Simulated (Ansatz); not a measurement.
## GeN⁺, triplet in cc-pVTZ: errors against UCCSDT(Q)

Geometry: a PBE0/def2-TZVP stationary point for this spin.

```xyz
2

Ge    0.0000    0.0000    0.0000
N     0.0000    0.0000    1.9011
```

Basis cc-pVTZ; Ansatz 0.2.0. Only valence electrons are correlated (noble-gas cores and the filled d shells of p-block atoms frozen), which leaves 8 electrons in 58 orbitals. Prefix R: restricted or restricted open-shell reference; prefix U: unrestricted. Active spaces: valence = (8e, 8o) chosen from the atoms' valence shells. No spin–orbit coupling is included, and no scalar relativity.

Full CI isn't at hand for all of this; UCCSDT(Q) serves as the reference, and is uncertain by the last step of the cluster series or more. The frozen core follows each run's orbitals, which can shift R against U totals by a few meV for light atoms and by up to 0.1 eV past Ca.

```
UHF ⟨S²⟩                          : 2.022
T1 diagnostic (RCCSD)             : 0.0277
largest doubles amplitude (RCCSD) : 0.054
T1 diagnostic (UCCSD)             : 0.0264
```

**Question.** From what is known of these methods and the diagnostics, rank them by the size of their error in total energy against UCCSDT(Q) in cc-pVTZ, smallest first (an estimate: the text doesn't fix the numbers).
A. UMP2
B. UHF
C. UCCSDT
D. UCCSD
E. UCCSD(T)

**Answer.** C (13 meV), E (48 meV), D (267 meV), A (1065 meV), B (6052 meV).

All errors are against UCCSDT(Q) in cc-pVTZ. Within each family the higher level lies nearer, as is usual though not guaranteed.

Natural occupations of CASSCF (valence space) about the gap: 1.991 1.963 1.936 0.992 0.992 0.048 0.039 0.039; effectively unpaired electrons, Σ n²(2−n)², 2.04.
